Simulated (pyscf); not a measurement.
Single points on ωB97X-D3(BJ)/def2-SVP structures (PySCF, gas phase).

Task: Estimate by transition-state theory the rate constant of H₂Se + alane (AlH₃) → H₂Al–SeH + hydrogen (H₂) (singlet surface; H–Se, Al–H broken, Al–Se, H–H formed) at 600 K, with ωB97M-D3(BJ)/def2-TZVP energies (ideal gas, 1 atm, RRHO with modes under 100 cm⁻¹ raised to 100, one conformer, R ln 2 for chiral ones without a mode under 150 cm⁻¹; no tunnelling).

Result: The electronic barrier is 0.3 kcal/mol and the thermal terms add +18.8, so ΔG‡ = 19.1 kcal/mol. With k_BT/h = 1.25e+13 s⁻¹ and RT = 1.192 kcal/mol, and a volume of 8.18e-20 cm³ per molecule at 1 atm, k = 1.1e-13 cm³ molecule⁻¹ s⁻¹. Wigner's tunnelling factor for 1055i cm⁻¹ would be 1.27. A shift of 1 kcal/mol in the barrier changes k by a factor 2.3. On the reactant side the descent ends in an adduct with a Al–Se contact, 17.4 kcal/mol under the separated species and 13.3 kcal/mol under the saddle at ωB97X-D3(BJ)/def2-TZVP. What is counted as formed (Al–Se) is already present as a longer contact in the reactant adduct; forming that adduct is a step of its own. At ωB97X-D3(BJ)/def2-TZVP the barrier from the zero used here is -4.1 kcal/mol. This is the saddle that the search found; another between the same sides may lie lower. Elements up to Kr have no core potential and no relativistic terms here.
